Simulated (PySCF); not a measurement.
phosphine (H3P), SMILES P. Geometry optimised at PBE0-D3(BJ)/def2-TZVPD.

TDA-M06-2X/def2-TZVPD in PySCF puts the lowest singlet excitations at 6.88, 7.19, 7.19, 9.31, 9.31, 9.54 eV.

Q: What are the lowest excitation roots from PySCF 2.14.0 with ADC(3)/aug-cc-pVDZ? (The exact figures need the calculation; the answer reports its results.)

A: 6.70, 7.27, 7.27, 8.23, 8.23, 8.72 eV. S1 differs by -0.18 eV (second minus first; roots are paired by order, and the bases may differ).
